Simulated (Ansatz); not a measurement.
## How methods differ on BH2O (SMILES B[O])

The species is BH2O (4 atoms), meant as a doublet with charge 0. As SMILES, `B[O]`. The shape was relaxed beforehand at r2SCAN/def2-SVP.

| atom | x (Å) | y (Å) | z (Å) |
| --- | --- | --- | --- |
| B | 0.0109 | -0.0141 | -0.0070 |
| O | 1.0331 | -0.3433 | 0.6822 |
| H | -1.0644 | -0.5869 | 0.1465 |
| H | 0.0758 | 0.8840 | -0.8418 |

Each level gives the dissociation energy of the O2–B1 bond into triplet O and doublet BH2 (shapes relaxed at r2SCAN/def2-SVP, no zero-point term) (eV). The values are calculated.

```
               level                    kind  program  value (eV)  CPU time (all runs)
      UHF/def2-TZVPP            Hartree–Fock   Ansatz        4.51               0.68 s
    UBLYP/def2-TZVPP                     GGA   Ansatz        7.15                2.1 s
     UPBE/def2-TZVPP                     GGA   Ansatz        7.32                2.1 s
   UB3LYP/def2-TZVPP           global hybrid   Ansatz        6.85                1.9 s
U-wB97M-V/def2-TZVPP  range-separated hybrid   Ansatz        6.88                5.7 s
  UB2PLYP/def2-TZVPP           double hybrid   Ansatz        6.70                2.5 s
  RPA@PBE/def2-TZVPP                     RPA   Ansatz        6.21                3.6 s
     UMP2/def2-TZVPP     perturbation theory   Ansatz        6.44                1.1 s
```

The values span 4.51 to 7.32 eV. Hartree–Fock misses the correlation of the electron pair that is broken and comes out low. Measured bond enthalpies also hold zero-point and thermal terms, a few tenths of an eV less. In so small a basis fixed costs decide the times, and correlated methods can beat functionals. Times are those of the runs behind each value, whatever else they computed, on shared processors of several kinds: orders of magnitude only.
